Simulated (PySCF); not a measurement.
Working out the electron affinity of F

F⁻ [Ne] (1S) → F [He] 2s2 2p5 (2P). All numbers are calculated (PySCF 2.14, the spin-free X2C one-electron Hamiltonian (Gaussian nucleus), in x2c-QZVPPall with one added diffuse shell each of s, p, d, f type (8s5p4d3f1g, 73 functions)). Frozen: nothing. Energies in hartree (1 hartree = 27.21139 eV):

```
            part  F⁻ (lower)   F (upper)
             UHF  -99.545935  -99.503193
CCSD correlation   -0.331066   -0.257151
             (T)   -0.011336   -0.004974
```

Question: What does Hartree-Fock give?

Answer: (-99.503193) − (-99.545935) = 0.042742 hartree = 1.163 eV.

Question: What do CCSD and CCSD(T) give?

Answer: The CCSD correlation energies differ by 0.073915 hartree = 2.011 eV and the triples by 0.006362 hartree = 0.173 eV, so CCSD gives 3.174 eV and CCSD(T) 3.347 eV.

A first-order spin-orbit estimate adds -0.018 eV to CCSD(T) (valence and next inner shell), giving 3.329 eV against 3.401 eV (measured; photodetachment measurements, as compiled on the Wikipedia data page of electron affinities).

What remains against the reference includes basis incompleteness and higher excitations.
